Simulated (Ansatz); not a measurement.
For wurtzite CdS, r²SCAN+rVV10 in Ansatz (PAW) gives:

```
Quantity                              Result
------------------------------  ------------
equilibrium lattice constant a       4.144 Å
lattice parameter c                  6.736 Å
cohesive energy                 2.99 eV/atom
```

What does LC-ωPBE in Ansatz (PAW) give for the same quantities?


- lattice constant a: 4.115 Å (falls by 0.7 %)
- lattice parameter c: 6.683 Å (shrinks by 0.8 %)
- cohesive energy: 2.83 eV/atom (falls by 0.16 eV/atom)

For comparison: lattice constant a 4.136 Å (measured, temperature not stated, not corrected to a static lattice; as tabulated in Biswas et al. (2022), arXiv:2106.08875); lattice parameter c 6.714 Å (measured, temperature not stated, not corrected to a static lattice; as tabulated in Biswas et al. (2022), arXiv:2106.08875); cohesive energy 2.87 ± 0.03 eV/atom (worked out here from tabulated enthalpies at 298 K, copied from a table, unchecked, brought to a static lattice with a Debye model, atoms in their spin–orbit ground levels; inputs from the CRC Handbook).

Changes are worked out from the printed values.

Unless a cell is named, each level is at its own relaxed cell (r²SCAN+rVV10 25.05, LC-ωPBE 24.50 Å³/atom).

Ansatz's density-functional and Hartree–Fock values are scalar-relativistic unless marked +SOC, with PAW data made under PBE.

Ansatz is a quantum-chemistry and plane-wave program.
